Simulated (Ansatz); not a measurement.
**H₂Al–Al, triplet: reading a ladder of total energies**

Geometry: a point of a breathe scan, not a stationary point.

```xyz
4

Al    0.0000    0.0000   -2.1389
Al    0.0000    0.0000    2.3939
H     0.0000    2.5262   -3.4132
H     0.0000   -2.5262   -3.4132
```

Basis 6-31G; Ansatz 0.2.0. Only valence electrons are correlated (noble-gas cores frozen), which leaves 8 electrons in 20 orbitals. Prefix R: restricted or restricted open-shell reference.

Full CI is exact within this basis and frozen core; it isn't the basis-set limit.

The cluster runs stand on a determinant 0.83 eV above the lowest RHF solution, chosen by trial CCSD; the correlation energy below is counted from it.

Runs differ by some tens of microhartree through their thresholds and, for an open shell, their frozen cores, so steps under 0.03 kcal/mol mean nothing.

```tsv
level	total energy (hartree)
RHF determinant under the cluster runs	-484.671097
RCCSD*	-484.806420
RCCSD(T)*	-484.809309
RCCSDT*	-484.810744
RCCSDT(Q)*	-484.810819
full CI	-484.810854
```

Q: What is the correlation energy at full CI, and what share of it do RMP2 and RCCSD(T) recover?

A: E(corr) = -484.810854 − (-484.671097) = -0.139757 hartree = -3.803 eV. RCCSD: -0.135323 / -0.139757 = 96.83 %. RCCSD(T): -0.138212 / -0.139757 = 98.89 %.

Q: By how many kcal/mol does RCCSD(T) miss full CI (1 hartree = 627.509 kcal/mol), and which steps make up the rest?

A: -484.809309 − (-484.810854) = 0.001545 hartree = 0.97 kcal/mol. Steps: RCCSDT − RCCSD(T) = -0.90, RCCSDT(Q) − RCCSDT = -0.05, full CI − RCCSDT(Q) = -0.02 kcal/mol. With more than one leading determinant such errors change with state and geometry, and needn't cancel in differences.

An asterisk marks runs whose energy the program itself flagged as in doubt.
